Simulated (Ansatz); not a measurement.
# AlH (triplet): wave-function methods side by side at distance Al1–H2 = 1.605 Å, cc-pVQZ

An exercise on one series of results from a longer session: the logs are not shown, and one member is left open.

The runs use Ansatz 0.2.0, Gaussian basis; cc-pVQZ, core rule «outside noble gas», up to 5 orbitals frozen.

To be run: UHF; CCSD(T) on ROHF; CCSD(T) on UHF; BCCD(T) on ROHF; CCSDT(Q) on ROHF; CCSDT(Q) on UHF; Full CI.

17 further runs of the same task are left out: 4 for a known fault of the program, 10 that didn't finish, 3 set aside as unsound or not needed.

## What is computed

The geometry derives from a PBE0/def2-TZVP stationary point (not a proven minimum). One bond is set to the value named and the two fragments are kept rigid.

2 atoms, charge 0, spin multiplicity 3.

Atoms are counted from 1 here; the program's logs count them from 0.

Bond lengths: Al1–H2 1.605 Å.

The first run:

The input, in.yaml:

```yaml
crystal:
  periodic: [false, false, false]
  atoms:
    - {symbol: Al, position_ang: [0.000000, 0.000000, 0.000000]}
    - {symbol: H, position_ang: [0.000000, 0.000000, 1.604550]}
basis:
  gaussian: {orbitals: cc-pVQZ}
magnetization: {spin_polarized: true, initial_magnetization: 2}
hamiltonian: {xc: hf}
output: {orbitals: {seedname: orbitals}}
```

On the command line:

```sh
$ ansatz run in.yaml --threads 1 --pin off --events-out ev --progress --plain --max-ram 2393MiB
```

Among the steps run: UHF; CCSD(T) on ROHF; CCSD(T) on UHF; BCCD(T) on ROHF; CCSDT(Q) on ROHF; CCSDT(Q) on UHF; Full CI.

One of the session's tables, all rows but one given; the rest of the session is left out.

It belongs to the step «Misses and costs». 

| method | from FCI (meV) |
| --- | --- |
| ROHF | +1683.9 |
| UHF | +1640.7 |
| RMP2 | +443.1 |
| UMP2 | ? |
| RCCSD | +62.5 |
| UCCSD | +59.0 |
| RCCSD(T) | +16.8 |
| UCCSD(T) | +15.3 |
| BCCD(T) | +16.1 |
| RCCSDT | +1.0 |
| UCCSDT | -0.2 |
| RCCSDT(Q) | +0.3 |
| UCCSDT(Q) | -1.0 |
| FCI | 0 |

Q: Estimate the row for UMP2 from the others.

**Answer.** from FCI (meV): +427.9. In the column «from FCI (meV)» it lies between RCCSD (+62.5) and RMP2 (+443.1).

To keep in mind: Levels on UHF freeze UHF's core orbitals, full CI those of ROHF, so the U rows can settle a little off it for that reason alone. Restricted and unrestricted rows rest on different reference determinants; where their highest levels disagree by more than a few hundredths of an eV, they describe different states and don't form one ladder.
